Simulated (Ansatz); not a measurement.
System: litharge PbO. Method: PBEsol in Ansatz (plane waves, PAW).

Run with plane-wave cutoff 520 eV, 12×12×8 k mesh (along the axes of the cell as run), perturbation theory, force constants from a 4×4×2 q mesh, scalar-relativistic PAW data made under PBE.

**Question.** What does this level give for the high-frequency dielectric constant (mean over three axes), static dielectric constant (mean over three axes) and zero-point energy?

**Answer.** 
high-frequency dielectric constant (mean over three axes): 6.52
static dielectric constant (mean over three axes): 15.8
zero-point energy: 0.040 eV/atom

Note: the cell comes from a level without a dispersion term, which matters for the spacing of layers, chains or molecules; the cell has widely spaced layers and the level no dispersion term, so their spacing and the moduli can rest on weak binding.

Spin–orbit coupling is not included; it can shift volumes and moduli of such heavy elements.

The result took about 110 core-minutes (a rough figure).

Ansatz is a quantum-chemistry and plane-wave program.
